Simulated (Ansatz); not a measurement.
All numbers were calculated with Ansatz.

A structure relaxed at PBE0-D4/def2-TZVP, charge 0, multiplicity 1:

```xyz
10

C     0.346    1.478   -0.936
N     0.099    0.926    0.167
C     0.191   -0.495    0.257
N    -1.019   -1.012    0.726
F     0.507   -1.125   -0.909
F     1.263   -0.763    1.074
H     0.620    0.928   -1.839
H     0.282    2.563   -0.994
H    -1.338   -0.498    1.534
H    -0.952   -2.001    0.920
```

Problem. Give its formula and SMILES.

Solution. C2H4F2N2, `C=NC(N)(F)F`.

Problem. Summarise the bond lengths by kind.

Solution. 3 × C–N 1.258 to 1.427 Å; 2 × C–H 1.088 to 1.092 Å; 2 × C–F 1.363 to 1.374 Å; 2 × H–N 1.009 to 1.011 Å.
